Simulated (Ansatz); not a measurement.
**One shape, several levels: singlet C2H3Si−**

Wanted: a comparison of 6 runs (HF/3-21G, B3LYP/aug-cc-pVDZ, BLYP/aug-cc-pVDZ, PBE/aug-cc-pVDZ, r2SCAN/aug-cc-pVDZ, wB97X/aug-cc-pVDZ) of singlet C2H3Si−. 

The results are computed with Ansatz 0.2.0.

39 further runs of the same task are left out: 39 set aside as unsound or not needed. Runs told in other sessions of the task aren't counted.

### Step 1. The system as given

C2H3Si− has 6 atoms, charge -1, and is taken as a singlet. SMILES of the parent species: `C#C[SiH2]`. The coordinates come from a PBE0-D4/def2-TZVP relaxation. That shape belongs to the parent species and isn't relaxed for this state.

Bond lengths: C1–C2 1.210 Å, C2–Si3 1.803 Å, C1–H4 1.066 Å, Si3–H5 1.484 Å, Si3–H6 1.484 Å. Angles: C1–C2–Si3 174.9°, C2–C1–H4 179.3°, C2–Si3–H5 111.4°, C2–Si3–H6 111.4°, H5–Si3–H6 112.5°.

### Step 2. The energy at HF/3-21G (run 1)

Input file job.yaml:

```yaml
crystal:
  periodic: [false, false, false]
  atoms:
    - {symbol: C, position_ang: [1.019700, -1.302300, 0.535000]}
    - {symbol: C, position_ang: [0.376000, -0.354500, 0.145700]}
    - {symbol: Si, position_ang: [-0.444500, 1.136900, -0.449500]}
    - {symbol: H, position_ang: [1.575400, -2.144400, 0.879400]}
    - {symbol: H, position_ang: [-1.137600, 0.894600, -1.738800]}
    - {symbol: H, position_ang: [-1.346900, 1.705600, 0.581800]}
basis:
  gaussian:
    orbitals: 3-21G.json
total_charge: -1
hamiltonian:
  xc: hf
accuracy: high
output: {orbitals: {seedname: orbitals}}
```

The basis set 3-21G is read from a file made from the Basis Set Exchange's data (not shown).

The run is started by

```sh
ansatz run job.yaml --threads 1 --pin off --max-ram 2610MiB --events-out events.jsonl --progress --plain --runs-dir runs
```

The program printed:

```text
Warning: RAYON_NUM_THREADS=1 ignored (pool sized by the plan → 1); use --threads N
Functional definition: HF
  name "HF"
  exchange = exact_x
  correlation = 0
811 factors; integrals over basis functions are off by at most 5.9e-9 eV
mean field evaluation 1: about -9913.2048 eV, gradient 1.6e1 eV
mean field evaluation 2: about -9913.2129 eV, gradient 1.6e1 eV
mean field evaluation 4: about -9914.3150 eV, gradient 1.9e0 eV
mean field evaluation 8: about -9914.3293 eV, gradient 4.5e-4 eV
mean field -9914.32932132 eV, -364.3448823849 hartree, gradient 2.3e-8 eV, S^2 0.000000; 0 other end points of the search recorded, 0 dependent functions left out
reference -9914.32932132 eV, -364.3448823849 hartree; 15, 15 occupied and 22, 22 virtual orbitals, 811 factors
Total energy: -9914.32932132 eV, -364.3448823849 hartree
```

It took 0.14 s on 1 thread of AMD EPYC 9R45 (Zen 5), shared host.

### Step 3. The energy at B3LYP/aug-cc-pVDZ (run 2)

job.yaml: that of step 2 with these lines changed.

```diff
@@ -1 +1,4 @@
+basis:
+  gaussian:
+    orbitals: aug-cc-pVDZ
 crystal:
@@ -9,8 +12,5 @@
     - {symbol: H, position_ang: [-1.346900, 1.705600, 0.581800]}
-basis:
-  gaussian:
-    orbitals: 3-21G.json
 total_charge: -1
 hamiltonian:
-  xc: hf
+  xc: {name: B3LYP}
 accuracy: high
```

The run is started by

```sh
ansatz run job.yaml --threads 1 --pin off --max-ram 2610MiB --events-out events.jsonl --progress --plain --runs-dir runs
```

The program printed:

```text
Warning: RAYON_NUM_THREADS=1 ignored (pool sized by the plan → 1); use --threads N
Functional definition: B3LYP
  name "B3LYP"
  parameter a0 = 0.2
  parameter ax = 0.72
  parameter ac = 0.81
  exchange = (1 - a0 - ax)*slater_x + ax*b88_x + a0*exact_x
  correlation = (1 - ac)*vwn_rpa_c + ac*lyp_c
1869 factors; integrals over basis functions are off by at most 3.6e-9 eV
mean field evaluation 1: about -9996.7605 eV, gradient 2.7e1 eV
mean field evaluation 2: about -9995.3683 eV, gradient 3.5e1 eV
mean field evaluation 4: about -9999.0456 eV, gradient 3.1e0 eV
mean field evaluation 8: about -9999.0659 eV, gradient 3.3e-2 eV
mean field evaluation 16: about -9999.0659 eV, gradient 3.5e-6 eV
mean field -9999.06591301 eV, -367.4588946928 hartree, gradient 5.8e-8 eV, S^2 0.000000; 0 other end points of the search recorded, 0 dependent functions left out
reference -9999.06594859 eV, -367.4588960005 hartree; 15, 15 occupied and 85, 85 virtual orbitals, 1869 factors
Total energy: -9999.06594859 eV, -367.4588960005 hartree
```

It took 2.9 s on 1 thread of AMD EPYC 9R45 (Zen 5), shared host; peak memory 0.29 GiB.

Run 3 isn't shown in full; the table further down has it.

### Step 4. A single-point energy at PBE/aug-cc-pVDZ (run 4)

Input file in.yaml:

```yaml
crystal:
  periodic: [false, false, false]
  atoms:
    - {symbol: C, position_ang: [1.019700, -1.302300, 0.535000]}
    - {symbol: C, position_ang: [0.376000, -0.354500, 0.145700]}
    - {symbol: Si, position_ang: [-0.444500, 1.136900, -0.449500]}
    - {symbol: H, position_ang: [1.575400, -2.144400, 0.879400]}
    - {symbol: H, position_ang: [-1.137600, 0.894600, -1.738800]}
    - {symbol: H, position_ang: [-1.346900, 1.705600, 0.581800]}
basis:
  gaussian: {orbitals: aug-cc-pVDZ}
total_charge: -1
hamiltonian: {xc: {name: PBE}}
accuracy: high
output: {orbitals: {seedname: orbitals}}
```

The run is started by

```sh
ansatz run in.yaml --threads 1 --pin off --max-ram 2610MiB --events-out events.jsonl --progress --plain --runs-dir runs
```

The program printed:

```text
Warning: RAYON_NUM_THREADS=1 ignored (pool sized by the plan → 1); use --threads N
Functional definition: PBE
  name "PBE"
  parameter kappa = 0.804
  parameter beta = 0.06672455060314922
  exchange = pbe_x(kappa = kappa, mu = beta*pi^2/3)
  correlation = pbe_c(beta = beta)
1869 factors; integrals over basis functions are off by at most 3.6e-9 eV
mean field evaluation 1: about -9987.8366 eV, gradient 3.3e1 eV
mean field evaluation 2: about -9966.4634 eV, gradient 7.2e1 eV
mean field evaluation 4: about -9990.7981 eV, gradient 1.6e1 eV
mean field evaluation 8: about -9991.4220 eV, gradient 2.7e-1 eV
mean field evaluation 16: about -9991.4223 eV, gradient 6.8e-6 eV
mean field -9991.42234607 eV, -367.1779987886 hartree, gradient 1.6e-8 eV, S^2 0.000000; 0 other end points of the search recorded, 0 dependent functions left out
reference -9991.42235060 eV, -367.1779989552 hartree; 15, 15 occupied and 85, 85 virtual orbitals, 1869 factors
Total energy: -9991.42235060 eV, -367.1779989552 hartree
```

It took 2.2 s on 1 thread of AMD EPYC 9R45 (Zen 5), shared host; peak memory 0.26 GiB.

Run 5 isn't shown in full; the table further down has it.

### Step 5. A single-point energy at wB97X/aug-cc-pVDZ (run 6)

Input file molecule.yaml:

```yaml
crystal:
  periodic: [false, false, false]
  atoms:
    - {symbol: C, position_ang: [1.019700, -1.302300, 0.535000]}
    - {symbol: C, position_ang: [0.376000, -0.354500, 0.145700]}
    - {symbol: Si, position_ang: [-0.444500, 1.136900, -0.449500]}
    - {symbol: H, position_ang: [1.575400, -2.144400, 0.879400]}
    - {symbol: H, position_ang: [-1.137600, 0.894600, -1.738800]}
    - {symbol: H, position_ang: [-1.346900, 1.705600, 0.581800]}
basis:
  gaussian:
    orbitals: aug-cc-pVDZ
output: {orbitals: {seedname: orbitals}}
total_charge: -1
hamiltonian:
  xc: {name: wB97X}
accuracy: high
```

The run is started by

```sh
ansatz run molecule.yaml --threads 1 --pin off --max-ram 2610MiB --events-out events.jsonl --progress --plain --runs-dir runs
```

The program printed, shortened:

```text
Warning: RAYON_NUM_THREADS=1 ignored (pool sized by the plan → 1); use --threads N
Functional definition: wB97X
  name "wB97X"
[...]
      + exact_x_lr(omega)
[...]
      + integral(e_c_pw_opposite_spin*poly(b97_u_opposite, 1, cos1, cos2, cos3, cos4))
1869 factors; integrals over basis functions are off by at most 3.6e-9 eV
489 factors; integrals over basis functions are off by at most 2.2e-9 eV
[...]
mean field -9997.40994232 eV, -367.3980388923 hartree, gradient 5.0e-8 eV, S^2 0.000000; 0 other end points of the search recorded, 0 dependent functions left out
reference -9997.40993812 eV, -367.3980387379 hartree; 15, 15 occupied and 85, 85 virtual orbitals, 1869 factors
Total energy: -9997.40993812 eV, -367.3980387379 hartree
```

Wall time 8.1 s (1 thread of AMD EPYC 9R45 (Zen 5), shared host); peak memory 0.49 GiB.

### Step 6. Overview of the runs

| run | level | energy (Eh) | HOMO energy (eV) | LUMO energy (eV) | HOMO–LUMO gap (eV) | wall time |
| --- | --- | --- | --- | --- | --- | --- |
| 1 | HF/3-21G | -364.344882 | -0.44 | 9.98 | 10.42 | 0.14 s |
| 2 | B3LYP/aug-cc-pVDZ | -367.458896 | 0.72 | 2.69 | 1.97 | 2.9 s |
| 3 | BLYP/aug-cc-pVDZ | -367.397720 | 1.43 | 2.55 | 1.12 | 2.7 s |
| 4 | PBE/aug-cc-pVDZ | -367.177999 | 1.31 | 2.61 | 1.29 | 2.2 s |
| 5 | r2SCAN/aug-cc-pVDZ | -367.355279 | 1.24 | 3.01 | 1.77 | 3.9 s |
| 6 | wB97X/aug-cc-pVDZ | -367.398039 | -1.32 | 3.61 | 4.93 | 8.1 s |

### Step 7. Summary of results

```
                                                    quantity          value
                                         run 6: total energy  -367.39804 Eh
                                          run 6: HOMO energy       -1.32 eV
                                          run 6: LUMO energy        3.61 eV
run 6: HOMO–LUMO gap (to an unbound level, set by the basis)        4.93 eV
```

In words: The HOMO–LUMO gap runs from 1.12 eV (BLYP/aug-cc-pVDZ) to 10.42 eV (HF/3-21G). The two ends differ in method and basis. The empty levels of an anion lie above zero and hang on the basis. Totals of different functionals can't be ranked against each other. In runs 2, 3, 4, 5 the HOMO lies above zero, from self-interaction, a short basis or an electron that isn't bound. All runs together took 20 s, the longest 8.1 s.
